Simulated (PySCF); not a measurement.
**Löwdin shares of the frontier orbitals**

Species: C₄H₅N.
Geometry (PBE0-D3(BJ)/def2-TZVP, Å), atoms numbered from 1 in this order:
```xyz
10
C4H5N angstrom
C      0.4018    1.1065   -0.0851
C     -0.8925    0.7063    0.3298
C     -0.9361   -0.6631    0.2680
N      0.2821   -1.0972   -0.1647
C      1.1054   -0.0325   -0.3834
H      0.7774    2.1151   -0.1559
H     -1.7019    1.3493    0.6376
H     -1.7287   -1.3566    0.4975
H      0.5346   -2.0579   -0.3034
H      2.1165   -0.1679   -0.7314
```

Computed, not measured: PySCF, TDDFT CAM-B3LYP/aug-cc-pVTZ, vertical, gas phase, core orbitals frozen in the response. Isolated species at its PBE0-D3(BJ)/def2-TZVP geometry, gas phase.

Kohn–Sham orbitals with the atoms that hold most of them (Löwdin shares over 4%, at most four atoms; ? is withheld):

```json
{"orbital": "LUMO+2", "ε (eV)": "0.65", "atoms": "H7 34%, H6 34%, H9 10%, C2 5%"}
{"orbital": "LUMO+1", "ε (eV)": "0.62", "atoms": "H10 32%, H8 32%, C5 8%, C3 8%"}
{"orbital": "LUMO", "ε (eV)": "0.16", "atoms": "?"}
{"orbital": "HOMO", "ε (eV)": "?", "atoms": "?"}
{"orbital": "HOMO-1", "ε (eV)": "-8.35", "atoms": "C2 24%, C1 24%, N4 23%, C3 9%"}
{"orbital": "HOMO-2", "ε (eV)": "-11.99", "atoms": "C2 27%, C1 27%, C5 12%, C3 12%"}
{"orbital": "HOMO-3", "ε (eV)": "-12.37", "atoms": "C1 25%, C2 24%, C3 11%, C5 11%"}
```

Which atoms hold the LUMO, and with what shares?

H9 (bonded to N) 45%; H8 (bonded to C) 16%; H10 (bonded to C) 16%; N4 (bonded to 2 C and H) 6%. By element: hydrogen 78% or more, nitrogen 6%.

Which atoms hold the HOMO, and with what shares?

C5 (bonded to C, N and H) 25%; C3 (bonded to C, N and H) 25%; C1 (bonded to 2 C and H) 15%; C2 (bonded to 2 C and H) 15%.

What is the HOMO energy, and the HOMO–LUMO gap?

ε(HOMO) = -7.42 eV; the gap is 7.57 eV (0.2783 hartree).

How does S1 compare with the orbital gap of 7.57 eV?

S1 is at 5.14 eV (f = 0.0000), 2.43 eV below the gap, made of HOMO→LUMO (92%). 

One configuration dominates each of S1 and S4. Which, and how do the shares of the two leading atoms of either orbital change from the occupied to the empty one?

- S1 (5.14 eV, f 0.0000), HOMO→LUMO (92%): C5 25% → at most 6%, C3 25% → at most 6%, H9 at most 15% → 45%, H8 at most 15% → 16%
- S4 (6.11 eV, f 0.0035), HOMO-1→LUMO (78%): C2 24% → at most 6%, C1 24% → at most 6%, H9 at most 9% → 45%, H8 at most 9% → 16%
